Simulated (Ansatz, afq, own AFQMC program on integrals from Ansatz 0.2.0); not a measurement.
AFQMC on a folder of integrals that Ansatz 0.2.0 wrote.

```yaml
crystal:
  periodic: [false, false, false]
  atoms:
    - {symbol: N, position_ang: [0.000000, 0.000000, 0.000000]}
    - {symbol: O, position_ang: [0.000000, 0.000000, 1.139769]}
basis:
  gaussian: {orbitals: cc-pVTZ}
magnetization: {spin_polarized: true, initial_magnetization: 1}
correlation: {method: ccsd_t, electrons: outside_noble_gas, hamiltonian_folder: ham}
```

```sh
$ ansatz run in.yaml --threads 1 --pin off --events-out ev --progress --plain --max-ram 15360MiB --backend cuda --devices 0, --max-vram 18GiB
```

Options of the walk:

```
--method free --trial cisd --walkers 2400 --time-step 0.03 --max-blocks 4000 --target-error 0.0004 --factor-cut 1e-05 --seed 76 --times 0,0.21,0.42,0.81,1.2,1.8,2.4,3 --taylor-order 8
```

Times are imaginary, in 1/Eh. The walk had a cap of 122 s.

Log:

```
orbitals 58  electrons 6 5  factors 367 of 367
reference energy -129.29803051 Eh
CCSD correlation -0.40026059 Eh in 13 cycles, weight of the determinant in the CISD state 0.8874
repeat  energy at the last time / Eh  error
    10  -129.718325  0.000608
    20  -129.718473  0.000432
    30  -129.718310  0.000409
    40  -129.717942  0.000339
time / (1/Eh)  energy / Eh  error  mean overlap
  0.00  -129.698250  0.000068  1.1269
  0.21  -129.711507  0.000107  1.1244
  0.42  -129.714901  0.000119  1.1223
  0.81  -129.716813  0.000118  1.1218
  1.20  -129.717380  0.000149  1.1205
  1.80  -129.717461  0.000210  1.1257
  2.40  -129.717627  0.000363  1.1270
  3.00  -129.717967  0.000332  1.1395
energy -129.717967 +/- 0.000332 Eh
```

The run passed its tests (error under three times the target), which doesn't prove that it has relaxed.

Against this walk (error 9.0 meV) on the same determinant: CCSD(T) 41.7 meV higher, CCSDT(Q) 3.7 meV lower (within the noise). The error is statistical, and a free projection of finite length keeps a remainder of its start. The last points still move (meV from the last: 31 ± 3 at 0.81, 16 ± 4 at 1.20, 14 ± 6 at 1.80, 9 ± 10 at 2.40, 0 ± 9 at 3.00), but the last one has reached CCSDT(Q) within the noise or passed it, so little can be left to fall.

Cautions: remainder of the start not in the error.

The walk took 75 s on 1 × NVIDIA H100 80GB HBM3 with 2 threads of AMD EPYC 7R13 Processor (Zen 3), on a shared host (the card was shared). The log's last line is the free-projection energy.

CCSDT and higher add their correlation energy to the determinant of the CCSD(T) run, since their own runs factorise the integrals more tightly (a shift of under 2 meV). A walk keeps the symmetry of its determinant, which the program's search chose and which needn't be the lowest solution, so a lower state of the same spin and another symmetry isn't excluded.
